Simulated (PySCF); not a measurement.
What PySCF settings do for NaP

Base input, run as `OMP_NUM_THREADS=1 python input.py` with PySCF 2.14:

```python
from pyscf import gto, dft

mol = gto.M(
    atom='Na 0 0 0; P 0 0 2.376',
    basis='pcseg-2',
    charge=0,
    spin=2,
    verbose=3,
)
mf = dft.UKS(mol, xc='lc_wpbe')
mf.kernel()
mf.dip_moment()
print('orbital energies (hartree):', [e[max(0, n-3):n+3].round(4) for e, n in zip(mf.mo_energy, mol.nelec)])
```

Base result: E(SCF) = -503.420740 Eh, ⟨S²⟩ = 2.008, μz(SCF) = -7.81 D. The bond length is a typed value, not an optimised one. No search for the lowest solution was made.

Run time: 11 s on 1 thread of Intel Xeon Platinum 8259CL @ 2.50GHz (shared host), peak memory 0.2 GiB.

Each row names what differs from the base; energies in brackets are changes from the base.

| change | result | wall time (s) |
| --- | --- | --- |
| functional: lc_wpbe → m06l | E(SCF) = -503.566115 Eh, ⟨S²⟩ = 2.010, μz(SCF) = -8.07 D | 8 |
| basis set: pcseg-2 → cc-pvdz-dk; spin-free X2C: off → on | E(SCF) = -504.432771 Eh, ⟨S²⟩ = 2.007, μz(SCF) = -7.45 D | 7.8 |
| PCM solvent, dielectric constant: none → 4.71 | E(SCF) = -503.437748 Eh (-0.4628 eV), ⟨S²⟩ = 2.006, μz(SCF) = -9.63 D | 17 |
| point-group symmetry: off → on | E(SCF) = -503.420740 Eh (+0.0000 eV), ⟨S²⟩ = 2.008, μz(SCF) = -7.81 D | 8.7 |
| geometry: bond 2.376 → bond 2.97 | E(SCF) = -503.421331 Eh (-0.0161 eV), ⟨S²⟩ = 2.022, μz(SCF) = -9.36 D | 15 |
| spin (2S): 2 → 3 [unsound on purpose] | stops with RuntimeError (Electron number 26 and spin 3 are not consistent) | 0.83 |
| geometry: bond 2.376 → bond 2.447 | E(SCF) = -503.424367 Eh (-0.0987 eV), ⟨S²⟩ = 2.008, μz(SCF) = -8.00 D | 9.4 |
| electric field along z (a.u.): none → -0.01 | E(SCF) = -503.454843 Eh (-0.9280 eV), ⟨S²⟩ = 2.006, μz(SCF) = -9.44 D | 9.2 |
| initial guess: minao → 1e [ends in another solution than the base] | E(SCF) = -503.402564 Eh (+0.4946 eV), ⟨S²⟩ = 2.005, μz(SCF) = -8.23 D | 11 |
| step after the SCF: none → gradient | E(SCF) = -503.420740 Eh (+0.0000 eV), ⟨S²⟩ = 2.008, μz(SCF) = -7.81 D, gradient on the second atom -0.0331 Eh/bohr | 26 |
| electric field along z (a.u.): none → 0.2 [unsound on purpose] [may be another electronic state] | E(SCF) = -506.082251 Eh (-72.4234 eV), ⟨S²⟩ = 2.001, μz(SCF) = 62.19 D | 14 |
| charge: 0 → 2 [another spin of the ion may lie lower] | E(SCF) = -502.583959 Eh (+22.7700 eV), ⟨S²⟩ = 2.005 | 9.3 |
| integration grid: default → 6 | E(SCF) = -503.420726 Eh (+0.0004 eV), ⟨S²⟩ = 2.008, μz(SCF) = -7.81 D | 19 |

Question: Order these changes by how far they move the SCF energy from the base, largest first: (1) PCM solvent, dielectric constant: none → 4.71; (2) electric field along z (a.u.): none → -0.01; (3) geometry: bond 2.376 → bond 2.447; (4) initial guess: minao → 1e.

Answer: (2) -0.9280 eV, (4) +0.4946 eV, (1) -0.4628 eV, (3) -0.0987 eV.
